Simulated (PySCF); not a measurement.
CH2, multiplicity 3. Atoms are numbered in the order given.

```xyz
3

C      0.0000     0.0000    -0.1030
H      0.0000    -0.9966     0.3089
H      0.0000     0.9966     0.3089
```
Charge 0, spin multiplicity 3.

Coordinates come from a B3LYP-D3(BJ)/def2-TZVPD optimisation. The isomer is the one that the SMILES or the coordinates give; other isomers of the formula were not compared.

Computed with r2SCAN/def2-TZVPD (PySCF).

Mulliken values depend strongly on the basis, most of all with diffuse functions as here. ESP charges are fitted to the potential on shells at 1.4 to 2.0 van der Waals radii. Atomic charges (e):

```json
[
 {"atom": "C1", "meta-Löwdin": "?", "Mulliken": "-0.42", "ESP fit": "-0.36", "Mulliken spin": "2.10"},
 {"atom": "H2", "meta-Löwdin": "?", "Mulliken": "0.21", "ESP fit": "0.18", "Mulliken spin": "-0.05"},
 {"atom": "H3", "meta-Löwdin": "?", "Mulliken": "0.21", "ESP fit": "0.18", "Mulliken spin": "-0.05"}
]
```

**Question.** What belongs in the gaps? (Estimate from the structure and the level; the computed values follow.)

**Answer.** 
- C1, meta-Löwdin: -0.28
- H2, meta-Löwdin: 0.14
- H3, meta-Löwdin: 0.14
